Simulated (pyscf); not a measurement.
## Hydrogen abstraction: `[F][GeH2][F]` + `[H]` [doublet] -> `[F][GeH][F]` [doublet] + `[H][H]`

Gas phase, doublet surface, charge 0. Bonds broken: Ge2–H4. Bonds formed: H4–H6. Structures and frequencies: ωB97X-D3(BJ)/def2-SVP in PySCF.

Transition state (Å):

```xyz
6

F      0.6740     0.2369     1.1213
Ge    -0.6895    -0.3005     0.1993
F     -0.1042    -1.6305    -0.7424
H     -1.0885     0.8672    -0.8038
H     -1.7362    -0.8390     1.1766
H     -1.3564     1.8325    -1.6558
```

One imaginary mode, 902i cm⁻¹; descent along it reached the two sides named.

| bond | change | reactant side (Å) | saddle | product side |
|---|---|---|---|---|
| Ge2–H4 | breaks | 1.525 | 1.590 | 3.2 |
| H4–H6 | forms | 4.0 | 1.315 | 0.760 |

Electronic energies relative to the separated reactants (kJ/mol):

```
level                   barrier  reaction energy  reverse barrier
----------------------  -------  ---------------  ---------------
ωB97X-D3(BJ)/def2-TZVP     15.9            -73.3             89.1
PBE/def2-TZVP              -3.2            -90.7             87.6
r²SCAN/def2-TZVP           -7.5            -90.5             83.0
B3LYP-D3(BJ)/def2-TZVP     -3.1            -95.6             92.5
PBE0-D3(BJ)/def2-TZVP       4.7            -77.2             81.9
M06-2X/def2-TZVP           19.6            -87.3            106.9
ωB97M-D3(BJ)/def2-TZVP     15.8            -84.2            100.0
HF/def2-TZVP               44.2            -47.2             91.4
```

With ωB97M-D3(BJ)/def2-TZVP energies and thermal terms (ideal gas, 1 atm, RRHO with modes under 100 cm⁻¹ raised to 100, one conformer, R ln 2 for chiral ones without a mode under 150 cm⁻¹), in kJ/mol:

```json
[
 {"T (K)": "298", "ΔH‡": "10.5", "ΔG‡": "34.8", "ΔH": "-80.9", "ΔG": "-88.6"},
 {"T (K)": "600", "ΔH‡": "9.3", "ΔG‡": "59.9", "ΔH": "-81.1", "ΔG": "-96.5"},
 {"T (K)": "900", "ΔH‡": "8.6", "ΔG‡": "85.4", "ΔH": "-83.0", "ΔG": "-103.9"},
 {"T (K)": "1200", "ΔH‡": "7.9", "ΔG‡": "111.1", "ΔH": "-85.7", "ΔG": "-110.4"}
]
```

At PBE, r²SCAN, B3LYP-D3(BJ) this geometry lies under the reactants; that is no barrier but a single point on another level's saddle; such a level's own saddle, if it has one, lies nearer that side and is low. This saddle turned up in a search for another step; its sides and bond changes are read from the two ends of the descent. This is the saddle that the search found; another between the same sides may lie lower. The angle at the transferred H is 177°. Elements up to Kr have no core potential and no relativistic terms here.
